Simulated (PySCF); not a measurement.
**Frontier levels across methods**

C2H4O3S.
Z-matrix (Å and degrees, PBE0-D3(BJ)/def2-SVP geometry), rows numbered from 1:
```
C 
C   1  1.3289
S   2  1.7619  1  120.31
O   3  1.4523  2  109.35  1    -3.38
O   3  1.4421  2  108.15  1   132.61
O   3  1.6237  2  101.18  1  -116.51
H   1  1.0939  2  120.38  3     1.65
H   1  1.0929  2  120.92  3  -177.89
H   2  1.0932  1  125.73  3   177.53
H   6  0.9696  3  107.59  2    93.89
```

Basis pcSseg-2 throughout (PySCF), one geometry. Geometry: PBE0-D3(BJ)/def2-SVP, one conformer, isolated molecule.

Task: How do the orbital energies, the gap and the dipole change with the method?

Result: 
```
   method                    kind  HOMO (eV)  LUMO (eV)  gap (eV)  μ (D)  SCF cycles
     BLYP                     GGA      -7.41      -2.38      5.03   4.29          17
     OPBE                     GGA      -7.48      -2.37      5.11   4.15          18
      PBE                     GGA      -7.54      -2.50      5.03   4.24          18
     BP86                     GGA      -7.63      -2.59      5.05   4.26          17
      LDA                     LDA      -7.77      -2.77      5.00   4.35          16
    B97-2           global hybrid      -8.65      -1.59      7.06   4.49          14
BHandHLYP           global hybrid     -10.12      -0.48      9.64   4.82          13
CAM-B3LYP  range-separated hybrid     -10.34      -0.43      9.91   4.67          14
  wB97X-D  range-separated hybrid     -10.80       0.28     11.08   4.59          14
  LC-wPBE  range-separated hybrid     -11.73       0.75     12.48   4.66          14
       HF            Hartree–Fock     -11.80       2.21     14.01   5.15          11
```

The HOMO spans 4.39 eV, from BLYP down to HF, and the gap runs from 5.00 eV (LDA) to 14.01 eV (HF). Over the methods BLYP (0 %), OPBE (0 %), PBE (0 %), BP86 (0 %), LDA (0 %), B97-2 (21 %), BHandHLYP (50 %), HF (100 %), a straight line through the gap against the share of exact exchange rises by 0.90 eV for each 10 % (correlation coefficient 1.000). The dipole ranges from 4.15 D (OPBE) to 5.15 D (HF). This basis has no diffuse functions.

The vertical ΔSCF ionisation energy at PBE0/def2-SVPD is 11.07 eV; −ε(HOMO) comes closest to it with wB97X-D (10.80 eV).
